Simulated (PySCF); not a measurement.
Z-matrix (Å, degrees):
```
Si
H 1 1.4954
H 1 1.4954 2 111.23
H 1 1.4954 2 111.23 3 -124.60
```
Charge 0, spin multiplicity 2.

Problem. What dipole moment, total energy and highest occupied spin orbital does PBE-D3(BJ)/def2-TZVP run with PySCF give?

Solution. 
```json
{
  "dipole_moment": "0.03 D",
  "total_energy": "-291.0778 Ha",
  "highest_occupied_spin_orbital": "-5.32 eV"
}
```
